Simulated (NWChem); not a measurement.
Everything below was run with NWChem. System: carbon tetrachloride (CCl4), charge 0, spin multiplicity 1, at a geometry optimised with B3LYP/def2-SVP. Level: RHF/def2-TZVP.

Job file:

```
start mol
memory heap 200 mb stack 900 mb global 1100 mb
geometry units angstroms nocenter noautoz
  Cl     1.459501     0.000000    -1.032002
  C      0.000000     0.000000     0.000025
  Cl    -1.459501     0.000000    -1.032002
  Cl     0.000000    -1.459486     1.031998
  Cl     0.000000     1.459486     1.031998
  symmetry group C2v
end
basis spherical
  * library def2-tzvp
end
scf
  rhf
  nopen 0
  maxiter 100
  thresh 1e-7
  semidirect memsize 60000000 filesize 0
end
task scf energy
```

Output (cleaned and shortened):

```
             Northwest Computational Chemistry Package (NWChem) 7.3.0
             --------------------------------------------------------

                                NWChem Input Module
                                -------------------

 Scaling coordinates for geometry "geometry" by  1.889725989
 (inverse scale =  0.529177249)

 Turning off AUTOSYM since
 SYMMETRY directive was detected!

                             Geometry "geometry" -> ""
                             -------------------------

 Output coordinates in angstroms (scale by  1.889725989 to convert to a.u.)

  No.       Tag          Charge          X              Y              Z
 ---- ---------------- ---------- -------------- -------------- --------------
    1 Cl                  17.0000     1.45950100     0.00000000    -1.03200200
    2 C                    6.0000     0.00000000     0.00000000     0.00002500
    3 Cl                  17.0000    -1.45950100     0.00000000    -1.03200200
    4 Cl                  17.0000     0.00000000    -1.45948600     1.03199800
    5 Cl                  17.0000     0.00000000     1.45948600     1.03199800

 Effective nuclear repulsion energy (a.u.)     435.1409946123

            Nuclear Dipole moment (a.u.)
            ----------------------------
        X                 Y               Z
 ---------------- ---------------- ----------------
     0.0000000000     0.0000000000     0.0000264562

      Symmetry information
      --------------------

 Group name             C2v
 Group number             16
 Group order               4
 No. of unique centers     3

      Symmetry unique atoms

     1    2    4


 Summary of "ao basis" -> "" (spherical)
 ------------------------------------------------------------------------------
       Tag                 Description            Shells   Functions and Types
 ---------------- ------------------------------  ------  ---------------------
 *                         def2-tzvp                  on all atoms

 Summary of "ao basis" -> "ao basis" (spherical)
 ------------------------------------------------------------------------------
       Tag                 Description            Shells   Functions and Types
 ---------------- ------------------------------  ------  ---------------------
 Cl                        def2-tzvp                13       37   5s5p2d1f
 C                         def2-tzvp                11       31   5s3p2d1f

                                 NWChem SCF Module
                                 -----------------

  ao basis        = "ao basis"
  functions       =   179
  atoms           =     5
  closed shells   =    37
  open shells     =     0
  charge          =   0.00
  wavefunction    = RHF
  use symmetry    = T
  symmetry adapt  = T

 Summary of "ao basis" -> "ao basis" (spherical)
 ------------------------------------------------------------------------------
       Tag                 Description            Shells   Functions and Types
 ---------------- ------------------------------  ------  ---------------------
 Cl                        def2-tzvp                13       37   5s5p2d1f
 C                         def2-tzvp                11       31   5s3p2d1f

      Symmetry analysis of basis
      --------------------------

        a1         64
        a2         27
        b1         44
        b2         44

 Forming initial guess at       0.1s

      Superposition of Atomic Density Guess
      -------------------------------------

 Sum of atomic energies:       -1875.58208262
[...]
             -----------------

              1
    1 -104.8749
    2 -104.8749
    3 -104.8749
    4 -104.8749
    5  -11.5010
    6  -10.6026
    7  -10.6026
    8  -10.6026
    9  -10.6025
   10   -8.0693
   11   -8.0693
   12   -8.0693
   13   -8.0693
   14   -8.0675
   15   -8.0675
   16   -8.0675
   17   -8.0675
   18   -8.0675
   19   -8.0675
   20   -8.0675
   21   -8.0675
   22   -1.2714
   23   -1.1244
   24   -1.1244
   25   -1.1244
   26   -0.8337
   27   -0.6524
   28   -0.6524
   29   -0.6524
   30   -0.5293
   31   -0.5293
   32   -0.4875
   33   -0.4875
   34   -0.4875
   35   -0.4611
   36   -0.4611
   37   -0.4611
   38    0.0903
   39    0.1523
   40    0.1523
   41    0.1523
   42    0.2399
   43    0.3419
   44    0.3419
   45    0.3419
   46    0.4050
   47    0.4050

                       ROHF Final Molecular Orbital Analysis
                       -------------------------------------

 Vector   35  Occ=2.000000D+00  E=-4.611486D-01  Symmetry=b2
              MO Center=  9.1D-12, -3.5D-15,  5.1D-01, r^2= 4.2D+00
   Bfn.  Coefficient  Atom+Function         Bfn.  Coefficient  Atom+Function
  ----- ------------  ---------------      ----- ------------  ---------------
   122      0.296720  4 Cl pz               159     -0.296720  5 Cl pz
    16     -0.209844  1 Cl py                84     -0.209844  3 Cl py
   121      0.209790  4 Cl py               158      0.209790  5 Cl py
   125      0.193819  4 Cl pz               162     -0.193819  5 Cl pz

 Vector   36  Occ=2.000000D+00  E=-4.611469D-01  Symmetry=a2
              MO Center=  7.3D-12, -1.1D-11, -8.2D-05, r^2= 4.4D+00
   Bfn.  Coefficient  Atom+Function         Bfn.  Coefficient  Atom+Function
  ----- ------------  ---------------      ----- ------------  ---------------
    16      0.296733  1 Cl py                84     -0.296733  3 Cl py
   120      0.296713  4 Cl px               157     -0.296713  5 Cl px
    19      0.193830  1 Cl py                87     -0.193830  3 Cl py
   123      0.193815  4 Cl px               160     -0.193815  5 Cl px

 Vector   37  Occ=2.000000D+00  E=-4.611466D-01  Symmetry=b1
              MO Center= -7.9D-16, -3.3D-12, -5.1D-01, r^2= 4.2D+00
   Bfn.  Coefficient  Atom+Function         Bfn.  Coefficient  Atom+Function
  ----- ------------  ---------------      ----- ------------  ---------------
    17      0.296727  1 Cl pz                85     -0.296727  3 Cl pz
    15      0.209815  1 Cl px                83      0.209815  3 Cl px
   120     -0.209807  4 Cl px               157     -0.209807  5 Cl px
    20      0.193825  1 Cl pz                88     -0.193825  3 Cl pz

 Vector   38  Occ=0.000000D+00  E= 9.033150D-02  Symmetry=a1
              MO Center= -2.9D-14,  1.5D-14, -1.2D-04, r^2= 4.8D+00
   Bfn.  Coefficient  Atom+Function         Bfn.  Coefficient  Atom+Function
  ----- ------------  ---------------      ----- ------------  ---------------
    41      1.192698  2 C  s                 18      0.324054  1 Cl px
    86     -0.324054  3 Cl px               124     -0.323991  4 Cl py
   161      0.323991  5 Cl py                42      0.320731  2 C  s
     5     -0.237619  1 Cl s                 73     -0.237619  3 Cl s
   110     -0.237569  4 Cl s                147     -0.237569  5 Cl s

 Vector   39  Occ=0.000000D+00  E= 1.523327D-01  Symmetry=b1
              MO Center= -6.4D-10, -6.7D-16, -5.9D-01, r^2= 4.4D+00
   Bfn.  Coefficient  Atom+Function         Bfn.  Coefficient  Atom+Function
  ----- ------------  ---------------      ----- ------------  ---------------
    49      1.034899  2 C  px                 5     -0.737311  1 Cl s
    73      0.737311  3 Cl s                 20     -0.521195  1 Cl pz
    88      0.521195  3 Cl pz                46      0.503971  2 C  px
    18      0.442339  1 Cl px                86      0.442339  3 Cl px
    43      0.326247  2 C  px               123     -0.294764  4 Cl px

 Vector   40  Occ=0.000000D+00  E= 1.523380D-01  Symmetry=a1
              MO Center= -7.1D-11, -5.1D-12,  1.7D-04, r^2= 4.8D+00
   Bfn.  Coefficient  Atom+Function         Bfn.  Coefficient  Atom+Function
  ----- ------------  ---------------      ----- ------------  ---------------
    51      1.034924  2 C  pz                 5      0.521344  1 Cl s
    18     -0.521172  1 Cl px                73      0.521344  3 Cl s
    86      0.521172  3 Cl px               110     -0.521428  4 Cl s
   124     -0.521266  4 Cl py               147     -0.521428  5 Cl s
   161      0.521266  5 Cl py                48      0.503982  2 C  pz

 center of mass
 --------------
 x =   0.00000000 y =   0.00000000 z =   0.00000025

 moments of inertia (a.u.)
 ------------------
        1063.980434016805           0.000000000000           0.000000000000
           0.000000000000        1063.991369360497           0.000000000000
           0.000000000000           0.000000000000        1064.004202638705

  Mulliken analysis of the total density
  --------------------------------------

    Atom       Charge   Shell Charges
 -----------   ------   -------------------------------------------------------
    1 Cl  17    17.04   2.01  0.45  1.52  1.10  0.84  4.18  1.69  1.07  2.80  1.32  0.02  0.04  0.01
    2 C    6     5.83   0.85  1.12  0.48  0.79 -0.11  1.00  1.38 -0.00  0.03  0.27  0.02
    3 Cl  17    17.04   2.01  0.45  1.52  1.10  0.84  4.18  1.69  1.07  2.80  1.32  0.02  0.04  0.01
    4 Cl  17    17.04   2.01  0.45  1.52  1.10  0.84  4.18  1.69  1.07  2.80  1.32  0.02  0.04  0.01
    5 Cl  17    17.04   2.01  0.45  1.52  1.10  0.84  4.18  1.69  1.07  2.80  1.32  0.02  0.04  0.01

       Multipole analysis of the density wrt the origin
       ------------------------------------------------

     L   x y z        total         open         nuclear
     -   - - -        -----         ----         -------
     0   0 0 0      0.000000      0.000000     74.000000

     1   1 0 0     -0.000000      0.000000      0.000000
     1   0 1 0     -0.000000      0.000000      0.000000
     1   0 0 1      0.000081      0.000000      0.000026

     2   2 0 0    -41.065953      0.000000    258.633861
     2   1 1 0     -0.000000      0.000000      0.000000
     2   1 0 1     -0.000000      0.000000      0.000000
     2   0 2 0    -41.065559      0.000000    258.628544
     2   0 1 1      0.000000      0.000000      0.000000
     2   0 0 2    -41.065850      0.000000    258.622305

 Task  times  cpu:       11.8s     wall:       11.8s

 Total times  cpu:       11.8s     wall:       11.8s
```
